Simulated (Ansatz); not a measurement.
This script for the Ansatz DFT code, driven from Python starts 5 runs on CH4OSi, SMILES CO[SiH]. What input does the engine get in each?

The script, `ch4osi.py`:
```python
"""Relaxed scan of one distance in CH4OSi."""

import ansatz as az
import numpy as np


def main() -> None:
    geometry_ang = [
        ("C", (-0.5086, 0.365, -0.3765)),
        ("O", (-0.5671, -0.7822, 0.3866)),
        ("Si", (0.7711, -1.1811, 1.233)),
        ("H", (-1.4643, 0.523, -0.8656)),
        ("H", (0.1994, 0.354, -1.1994)),
        ("H", (-0.3912, 1.3086, 0.2381)),
        ("H", (2.0218, -0.6554, 0.5381)),
    ]
    system = az.Crystal.molecule()
    for symbol, xyz in geometry_ang:
        system = system.atom(symbol, xyz)

    job = system.calculation()
    job = job.basis(gaussian="def2-SVP")
    job = job.functional("hf")
    symbols = [site.symbol for site in system.cartesian_sites]
    pairs = [(0, 1), (0, 3), (0, 4), (0, 5), (1, 2), (2, 6)]
    print("held (A)   E (eV)        ", "  ".join(f"{symbols[i]}{i}-{symbols[j]}{j}" for i, j in pairs))
    for length in [1.5, 1.63, 1.76, 1.96, 2.2]:
        report = job.relax(constraints=[az.DistanceConstraint((1, 2), at=length)], force_tolerance=0.02, max_steps=60).run(threads=1).report
        xyz = np.array(report["positions_ang"])
        print(f"{length:6.2f} {report['free_energy_ev']:14.5f}  ", "  ".join(f"{np.linalg.norm(xyz[i] - xyz[j]):.3f}" for i, j in pairs))


if __name__ == "__main__":
    main()
```

Run 1:
```yaml
crystal:
  periodic: [false, false, false]
  atoms:
    - { symbol: C, position_ang: [-0.5086, 0.365, -0.3765] }
    - { symbol: O, position_ang: [-0.5671, -0.7822, 0.3866] }
    - { symbol: Si, position_ang: [0.7711, -1.1811, 1.233] }
    - { symbol: H, position_ang: [-1.4643, 0.523, -0.8656] }
    - { symbol: H, position_ang: [0.1994, 0.354, -1.1994] }
    - { symbol: H, position_ang: [-0.3912, 1.3086, 0.2381] }
    - { symbol: H, position_ang: [2.0218, -0.6554, 0.5381] }
basis:
  gaussian:
    orbitals: def2-SVP
hamiltonian:
  xc: hf
relax:
  f_tol: 0.02
  max_steps: 60
  constraints:
    - { distance: [1, 2], at: 1.5 }
```

Run 2, against run 1:
```diff
-    - { distance: [1, 2], at: 1.5 }
+    - { distance: [1, 2], at: 1.63 }
```

Run 3, against run 1:
```diff
-    - { distance: [1, 2], at: 1.5 }
+    - { distance: [1, 2], at: 1.76 }
```

Run 4, against run 1:
```diff
-    - { distance: [1, 2], at: 1.5 }
+    - { distance: [1, 2], at: 1.96 }
```

Run 5, against run 1:
```diff
-    - { distance: [1, 2], at: 1.5 }
+    - { distance: [1, 2], at: 2.2 }
```

Output of `python ch4osi.py`:
```text
held (A)   E (eV)         C0-O1  C0-H3  C0-H4  C0-H5  O1-Si2  Si2-H6
DeckWarning: relax.constraints: the input's atoms, or those drawn, lie off the distances that are held; a relaxation that starts there is brought onto them ahead of its first SCF, by positions alone, an atom by 6.64e-2 Å at the most. With the symmetry [...]
  1.50   -10987.11299   1.398  1.088  1.092  1.088  1.500  1.550
  1.63   -10987.53590   1.396  1.090  1.092  1.090  1.630  1.537
  1.76   -10987.34976   1.392  1.092  1.094  1.092  1.760  1.527
  1.96   -10986.54226   1.386  1.093  1.096  1.096  1.960  1.518
  2.20   -10985.37814   1.378  1.097  1.100  1.100  2.200  1.513
```
(Warnings from the package without file and line, shortened, repeats left out.)

Caveats:
- Total energies depend on the basis set; only differences at equal settings carry meaning.
- The energies are electronic: no zero-point or thermal terms, and the basis set is short of its limit.
- The whole script took 50 s on 1 thread of Arm Neoverse V1 (shared host), peak memory 0.19 GiB.
